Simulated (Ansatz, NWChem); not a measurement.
# Worked example: the enthalpy of formation of C2H4OS (thioacetic acid)

C2H4OS has 8 atoms, charge 0, and is taken as a singlet. As SMILES, `CC(=O)S`. The coordinates come from a PBE0-D4/def2-TZVP relaxation. This is one conformer, not always the lowest.

Total energies at CCSD(T)/def2-SVP, 8 core orbitals frozen (NWChem 7.3.0); the atoms run unrestricted:

| species | state | energy (Eh) |
| --- | --- | --- |
| C2H4OS | singlet | -550.861239 |
| C | triplet | -37.715406 |
| O | triplet | -74.837470 |
| S | triplet | -397.467899 |
| H | doublet | -0.499278 |

Harmonic wavenumbers at PBE0-D4/def2-TZVP, in cm⁻¹: 50, 318, 382, 454, 534, 636, 845, 1007, 1024, 1147, 1378, 1454, 1467, 1821, 2718, 3063, 3140, 3173.

Measured heats of formation of the gaseous atoms at 298.15 K, in kJ/mol: C 716.9, O 249.2, S 277.0, H 218.0. Spin-orbit lowering of the atoms at 298 K (mean of the ground term's levels less their thermal mean, from spectra), in kJ/mol: C 0.02, O 0.40, S 1.88. Take 1 Eh = 2625.50 kJ/mol, 1 cm⁻¹ = 0.0119627 kJ/mol, RT = 2.479 kJ/mol.

Task: What heat of formation follows?

Result: 
1. Electronic atomisation energy: 2 × (-37.715406) + (-74.837470) + (-397.467899) + 4 × (-0.499278) − (-550.861239) = 1.127946 Eh = 2961.4 kJ/mol.
2. Zero-point energy: half the sum of the wavenumbers, 12305.5 cm⁻¹ = 147.2 kJ/mol.
3. Thermal vibrational enthalpy, Σ hcν̃/(exp(hcν̃/kT) − 1): 6.1 kJ/mol. Translation, rotation and pV of a non-linear molecule: 4 RT = 9.9 kJ/mol.
4. The 8 free atoms carry 5/2 RT each: 49.6 kJ/mol.
5. Spin-orbit coupling lowers the free atoms by 2 × 0.02 + 0.40 + 1.88 = 2.3 kJ/mol.
6. Atomisation enthalpy at 298 K: 2961.4 − 2.3 − 147.2 − 6.1 − 9.9 + 49.6 = 2845.5 kJ/mol.
7. Sum of the atoms' heats of formation: 2832.0 kJ/mol. Heat of formation: 2832.0 − 2845.5 = -13.5 kJ/mol.

The tabulated value is -175.1 kJ/mol (CRC Handbook of Chemistry and Physics), so this level is off by +161.6 kJ/mol, or 5.4 % of the atomisation enthalpy that the table implies (3007.1 kJ/mol). Coupled cluster needs large bases for atomisation: in a finite one the molecule is underbound. A double-zeta basis underbinds. Anharmonicity and any spin-orbit splitting of the molecule are left out, and cores are frozen in the wave-function part.
